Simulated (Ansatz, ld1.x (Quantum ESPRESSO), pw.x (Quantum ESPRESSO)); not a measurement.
## Equation-of-state test of one RRKJ potential (silicon (Si))

ld1.x (Quantum ESPRESSO) 7.5 input, shortened:

```
&input
   title='Si', zed=14., rel=1, dft='PW', iswitch=3,
   config='[Ne] 3s2 3p2 3d-2'
 /
 &inputp
   pseudotype=2, tm=.false., rho0=0.01, lloc=0,
   nlcc=.false.
 /
3
3P  2  1   2.00   0.00  1.85  1.85  0.0
3D  3  2  -2.00   0.05  1.85  1.85  0.0
3S  1  0   2.00   0.00  1.75  1.75  0.0
 &test
   configts(1)='3s2 3p2'
 /
```

Atomic tests: cutoffs needed: 21 Ry and 40 Ry (the cutoffs (Ry, on a coarse ladder) from which the occupation-weighted sum of valence levels, in a spherical-Bessel basis at the reference potential, stays within 10 and 1 mRy of its value at 400 Ry); ghost test: no extra level below or beside the all-electron valence levels (p, d, s, f tested) (spherical-Bessel basis up to 400 Ry, 20 bohr box); largest excitation error: +240 meV (all-electron minus pseudo) for 3s1 3p0, out of 7 test configurations.

Crystal test: sc Si in pw.x 7.5, no spin, 13³ k-points, Fermi–Dirac smearing 0.01 Ry, cutoffs 50/200 Ry. The reference is all-electron LAPW (Ansatz 0.2.0) with the same functional, mesh and smearing; V0 and B0 come from Birch–Murnaghan fits to the pressures at five volumes. Errors are pseudo minus all-electron; Δ is the rms difference of the E(V) curves that follow from these fits, minima aligned, over ±6 % about the mean V0. Mesh and smearing are coarse, so the numbers serve the comparison and aren't converged zero-temperature values; the lattice is a test structure that the element need not adopt.

```
V (Å³/atom)  P all-electron (GPa)  P pseudo (GPa)
     14.919                  6.32            5.41
     15.311                  3.01            2.21
     15.704                  0.11           -0.59
     16.097                 -2.43           -3.05
     16.489                 -4.66           -5.21
```

All-electron: a0 = 2.505 Å (V0 = 15.72 Å³/atom), B0 = 108.0 GPa.

Pseudopotential: mean pressure error (GPa): -0.71; a0 (Å): 2.500; a0 error (%): -0.22; B0 error (%): -0.5; Δ (meV/atom): 2.5.

Question: At the middle volume, how do free energy and pressure move when the wave cutoff is lowered (ecutrho kept at four times it)?

Answer:

```csv
cutoff (Ry),shift of F (meV/atom),shift of P (GPa)
22,+108.8,-1.26
30,+32.8,-1.23
40,+2.6,-0.27
```

The run at the middle volume (84 k-points, 5 iterations) took about 3.8 s on one core of a shared host (Neoverse-V2, 96 threads, 742 GiB, load 70).
